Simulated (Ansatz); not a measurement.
System: chalcopyrite CuGaSe2. Method: PBEsol-D3(BJ) (Ansatz, a first-principles code, plane waves, PAW).

Settings: plane-wave cutoff 520 eV, 8×8×8 k mesh, Fermi–Dirac smearing 0.01 eV, no spin polarisation, scalar-relativistic PAW data made under PBE.

Computed points:

```tsv
V (Å³/atom)	E − E_lowest (meV/atom)
19.968	8.68
20.384	2.08
20.800	0.00
21.216	1.95
21.632	7.48
```

Problem. Fit the third-order Birch–Murnaghan equation and give B0 and B′.

Solution. V0 = 20.799 Å³/atom, B0 = 77.5 GPa, B′ = 4.8 (fit to the energies at full precision).

Shape and atoms are relaxed at each volume.

Note: the bulk modulus comes from volumes at which shape and atoms were relaxed.

Computed values are for the static lattice.
